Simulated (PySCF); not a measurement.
(E)-2-Butenenitrile, C4H5N, SMILES C/C=C/C#N, point group Cs.

Force field and properties: PBE0/pcSseg-1 (PySCF, grid level 2). Vibrational terms come from second-order perturbation theory with semi-diagonal cubic constants, by steps of ±0.6 along the normal coordinates of each isotopologue. The parent has the commonest isotopes.

Equilibrium geometry (Å):

```csv
atom,x,y,z
C1,-1.5238,-0.0884,0.1828
C2,-0.0731,-0.3988,0.1196
C3,0.8745,0.4709,-0.2440
C4,2.2560,0.1350,-0.2918
N5,3.3832,-0.1165,-0.3376
H6,-1.9084,-0.2531,1.1974
H7,-1.7364,0.9453,-0.1061
H8,-2.0896,-0.7583,-0.4772
H9,0.2304,-1.4111,0.3913
H10,0.6226,1.4936,-0.5244
```

(1) Give the equilibrium and ground-state rotational constants (MHz) of parent; ²H at 9.

(2) How is the parent's vibrational correction B0 − Be made up?

(3) And its quartic centrifugal distortion constants from the harmonic force field?

(4) Which nuclear quadrupole couplings χaa, χbb, χcc (MHz) does the parent show, at equilibrium and averaged?

A mode lies under 250 cm⁻¹, where this perturbation treatment is rough. Internal rotors are held in one well.

Results:

(1) 
| species | Ae | Be | Ce | A0 | B0 | C0 | Δ0 (u Å²) | harmonic ZPE (cm⁻¹) |
| --- | --- | --- | --- | --- | --- | --- | --- | --- |
| parent | 38779 | 2303 | 2203.4 | 38505 | 2294.9 | 2194.9 | -3.086 | 17368 |
| ²H at 9 | 33478 | 2296.7 | 2178.1 | 33228 | 2289.1 | 2169.9 | -3.078 | 16661 |

Δ0 = Ic − Ia − Ib from the ground-state constants.

(2) 
| axis | harmonic | Coriolis | cubic | total (MHz) |
| --- | --- | --- | --- | --- |
| a | 175 | -279 | -170 | -274 |
| b | 1.56 | -1.22 | -8.4 | -8.06 |
| c | 0.993 | -1.11 | -8.44 | -8.56 |

(3) Asymmetric top, A reduction, Ir representation: ΔJ = 0.268 kHz, ΔJK = -16.7 kHz, ΔK = 880 kHz, δJ = 0.0279 kHz, δK = -0.195 kHz.

(4) 14N at 5: -4.0, 2.0, 2.1 and -4.0, 1.9, 2.1.
